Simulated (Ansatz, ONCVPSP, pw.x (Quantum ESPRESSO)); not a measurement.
# pw.x on bcc Ba: one setting changed

Potential: optimised norm-conserving Vanderbilt (ONCV), ONCVPSP 4.0.1.1 (patched build), PBE; core [Kr] 4d10, reference 5s2 5p6 6s2; waves: 5s+6s: rc 2.15 bohr, ncon 4, nbas 8, qcut 4.7 1/bohr, 2 projectors; 5p: rc 3.15 bohr, ncon 3, nbas 7, qcut 4.3 1/bohr, 2 projectors, debl 3.6 Ha; d scattering state at 0.39 Ha: rc 3.35 bohr, ncon 4, nbas 7, qcut 2.9 1/bohr, 1 projector; local part: polynomial inside 1.90 bohr (lpopt 5, dvloc0 0 Ha); core correction: Teter function, fcfact 3.5, rcfact 1.1. In the d channel the program set the typed energies aside and used -0.074 Ha.

The reference run (k-mesh 9³, cutoffs 50/200 Ry, Fermi–Dirac 0.01 Ry, mixing_beta 0.4, conv_thr 1e-9, no spin) gives 0.01 GPa at 63.608 Å³/atom, where all-electron LAPW gives 0.01 GPa. This run, with its own iteration cap, changes degauss to 0.02.

```
&control
  calculation='scf', prefix='x', pseudo_dir='./', outdir='./tmp', tstress=.true., disk_io='none'
/
&system
  ibrav=0, nat=1, ntyp=1, ecutwfc=50, ecutrho=200, nbnd=12,
  occupations='smearing', smearing='fd', degauss=0.02
/
&electrons
  conv_thr=1e-09, mixing_beta=0.4, electron_maxstep=60
/
ATOMIC_SPECIES
Ba 1.0 Ba.UPF
CELL_PARAMETERS angstrom
  -2.51468688 2.51468688 2.51468688
  2.51468688 -2.51468688 2.51468688
  2.51468688 2.51468688 -2.51468688
ATOMIC_POSITIONS crystal
Ba 0.0000 0.0000 0.0000
K_POINTS automatic
9 9 9 0 0 0
```

```bash
pw.x < Ba.scf.in > Ba.scf.out
```

How does the run end?

It converges in 6 iterations; the free energy moves by -151.6 meV/atom and the pressure by +0.22 GPa. In a metal, with Fermi–Dirac smearing, F lies below its zero-width value by a term in the square of the width.

```
Message from routine setup:
     using ibrav=0 with symmetry is DISCOURAGED, use correct ibrav instead
     lattice parameter (alat)  =       8.2308  a.u.
     unit-cell volume          =     429.2481 (a.u.)^3
     number of electrons       =        10.00
     number of Kohn-Sham states=           12
     kinetic-energy cutoff     =      50.0000  Ry
     charge density cutoff     =     200.0000  Ry
     scf convergence threshold =      1.0E-09
     Exchange-correlation= PBE
     number of k points=    35  Fermi-Dirac smearing, width (Ry)=  0.0200
     iteration #  1     ecut=    50.00 Ry     beta= 0.40
     total energy              =     -53.82487577 Ry
     estimated scf accuracy    <       0.00101344 Ry
     iteration #  2     ecut=    50.00 Ry     beta= 0.40
     total energy              =     -53.82502120 Ry
     estimated scf accuracy    <       0.00033560 Ry
     iteration #  3     ecut=    50.00 Ry     beta= 0.40
     total energy              =     -53.82505474 Ry
     estimated scf accuracy    <       0.00001151 Ry
     iteration #  4     ecut=    50.00 Ry     beta= 0.40
     total energy              =     -53.82505673 Ry
     estimated scf accuracy    <       0.00000047 Ry
     iteration #  5     ecut=    50.00 Ry     beta= 0.40
     total energy              =     -53.82505676 Ry
     estimated scf accuracy    <       0.00000013 Ry
     iteration #  6     ecut=    50.00 Ry     beta= 0.40
     the Fermi energy is     5.6769 ev
!    total energy              =     -53.82505679 Ry
     estimated scf accuracy    <          2.7E-10 Ry
     smearing contrib. (-TS)   =      -0.03086202 Ry
     The total energy is F=E-TS. E is the sum of the following terms:
     one-electron contribution =     -14.65502181 Ry
     hartree contribution      =       9.14050209 Ry
     xc contribution           =      -9.98863722 Ry
     ewald contribution        =     -38.29103783 Ry
     convergence has been achieved in   6 iterations
          total   stress  (Ry/bohr**3)                   (kbar)     P=        2.28
     Message from routine punch:
     Nothing written, as per user request (disk_io='none')
```

The run took about 23 s on one core of a shared host (Neoverse-N1, 64 threads, 124 GiB, load 53).
